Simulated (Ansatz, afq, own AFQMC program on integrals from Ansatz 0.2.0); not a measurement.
Integrals from Ansatz 0.2.0, then the random walk in our own AFQMC program (afq).

```yaml
crystal:
  periodic: [false, false, false]
  atoms:
    - {symbol: B, position_ang: [0.000000, -0.080006, 0.000000]}
    - {symbol: H, position_ang: [0.000000, 0.429067, -1.077008]}
    - {symbol: H, position_ang: [0.000000, 0.429067, 1.077008]}
basis:
  gaussian: {orbitals: cc-pVDZ}
magnetization: {spin_polarized: true, initial_magnetization: 1}
correlation: {method: ccsd_t, electrons: outside_noble_gas, hamiltonian_folder: ham}
```

```sh
$ ansatz run in.yaml --threads 1 --pin off --events-out ev --progress --plain --max-ram 24576MiB --backend cuda --devices 0, --max-vram 18GiB
```

Options of the walk:

```
--method free --trial cid --walkers 20 --time-step 0.05 --max-blocks 30 --target-error 0.00054 --factor-cut 0.0001 --seed 6156 --times 0,2,5,8,12 --taylor-order 6
```

Times are imaginary, in 1/Eh. The walk had a cap of 60 s.

```
orbitals 23  electrons 3 2  factors 141 of 219
reference energy -25.75295940 Eh
CCSD correlation -0.08620038 Eh in 10 cycles, weight of the determinant in the CISD state 0.9530
repeat  energy at the last time / Eh  error
    10  -25.840498  0.001356
    20  -25.840920  0.000597
    30  -25.840801  0.000501
time / (1/Eh)  energy / Eh  error  mean overlap
  0.00  -25.839150  0.000032  1.0484
  2.00  -25.840758  0.000152  1.0868
  5.00  -25.840697  0.000195  1.0995
  8.00  -25.840710  0.000231  1.1068
 12.00  -25.840801  0.000501  0.9529
energy -25.840801 +/- 0.000501 Eh
```

The run passed its tests (error under three times the target), which doesn't prove that it has relaxed.

Against this walk (error 13.6 meV) on the same determinant: CCSD(T) 13.0 meV higher (within the noise), CCSDT(Q) 2.4 meV higher (within the noise), CCSDTQ 2.3 meV higher (within the noise), full CI 2.3 meV higher (within the noise). The error is statistical, and a free projection of finite length keeps a remainder of its start.

A setting was made bad on purpose (projection too long), so the walk's energy isn't to be trusted. Here it did no visible harm: the energy meets the surest value within the noise.

Cautions: remainder of the start not in the error; so few walkers bias the energy; the time-step error isn't removed.

CCSDT and higher add their correlation energy to the determinant of the CCSD(T) run, since their own runs factorise the integrals more tightly (a shift of under 2 meV). A walk keeps the symmetry of its determinant, which the program's search chose and which needn't be the lowest solution, so a lower state of the same spin and another symmetry isn't excluded.
